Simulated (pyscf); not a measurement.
PySCF, gas phase, ωB97X-D3(BJ)/def2-SVP geometries.

Task: `[OH][As]([OH])[OH]` + `[H]` [doublet] → `[O][As]([OH])[OH]` [doublet] + `[H][H]`
Surface: doublet. Broken: H–O. Formed: H–H. Give ΔE‡ and ΔE from PBE/def2-TZVP, relative to the separated reactants.

Result: ΔE‡ = 0.28 eV, ΔE = -0.01 eV. ωB97M-D3(BJ)/def2-TZVP gives 0.66 eV and +0.29 eV. Zero-point energy shifts the barrier by -0.06 eV. It is a hydrogen abstraction, with an imaginary mode of 1101i cm⁻¹. One saddle was located; it need not be the lowest between these sides. The angle at the transferred H is 168°. Elements up to Kr have no core potential and no relativistic terms here.
